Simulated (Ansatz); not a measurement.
# FH₂SSi− (SMILES F[SiH2][S-]): functionals against CCSD(T) at one geometry

An exercise on one series of results from a longer session: the logs are not shown, and one member is left open.

The runs use Ansatz 0.2.0, Gaussian basis; single points in def2-TZVPPD.

Correlated methods freeze the cores.

**The system as given**

SMILES `F[SiH2][S-]`, 5 atoms, charge -1, spin multiplicity 1.

Atoms are counted from 1 here; the program's logs count them from 0.

Bond lengths: F1–Si2 1.786 Å, Si2–S3 1.787 Å, Si2–H4 1.323 Å, Si2–H5 1.539 Å. Angles: F1–Si2–S3 119.9°, F1–Si2–H4 106.9°, F1–Si2–H5 84.2°, S3–Si2–H4 109.9°, S3–Si2–H5 122.8°, H4–Si2–H5 110.3°.

Geometry (Å):

```xyz
5
FH2SSi
F    -0.2611    0.0527    1.6338
Si   -0.0844   -0.0418   -0.1408
S    -1.1444    0.9380   -1.1941
H    -0.1807   -1.3198   -0.4703
H     1.3824    0.3288    0.1423
```

The first run:

Input file run/in.yaml:

```yaml
crystal:
  periodic: [false, false, false]
  atoms:
    - {symbol: F, position_ang: [-0.261100, 0.052700, 1.633800]}
    - {symbol: Si, position_ang: [-0.084400, -0.041800, -0.140800]}
    - {symbol: S, position_ang: [-1.144400, 0.938000, -1.194100]}
    - {symbol: H, position_ang: [-0.180700, -1.319800, -0.470300]}
    - {symbol: H, position_ang: [1.382400, 0.328800, 0.142300]}
basis:
  gaussian: {orbitals: "def2-TZVPPD.json"}
total_charge: -1
correlation: {method: ccsd_t}
output: {forces: true}
```

The basis file named in the input lies beside it (Basis Set Exchange, JSON).

No record of the launch command was kept for these runs.

Among the steps run: CCSD(T)/def2-TZVPPD; PBE0-D4/def2-TZVPPD; wB97M-V/def2-TZVPPD; r2SCAN-D4/def2-TZVPPD; PBE-D4/def2-TZVPPD; r2SCANh-D4/def2-TZVPPD; BLYP-D4/def2-TZVPPD.

One table of the session follows, with a row left open; its other results are not shown here.

| method | RMS force component (eV/Å) | angle to CCSD(T) forces (°) |
| --- | --- | --- |
| CCSD(T) | 3.821 | reference |
| PBE0-D4 | 3.684 | 1.5 |
| wB97M-V | ? | ? |
| r2SCAN-D4 | 3.693 | 1.2 |
| PBE-D4 | 3.683 | 3.0 |
| r2SCANh-D4 | 3.694 | 1.3 |
| BLYP-D4 | 3.694 | 3.4 |

**Question.** Estimate the row for wB97M-V.

**Answer.** RMS force component (eV/Å): 3.665; angle to CCSD(T) forces (°): 0.6. In the column «RMS force component (eV/Å)» it is the lowest.
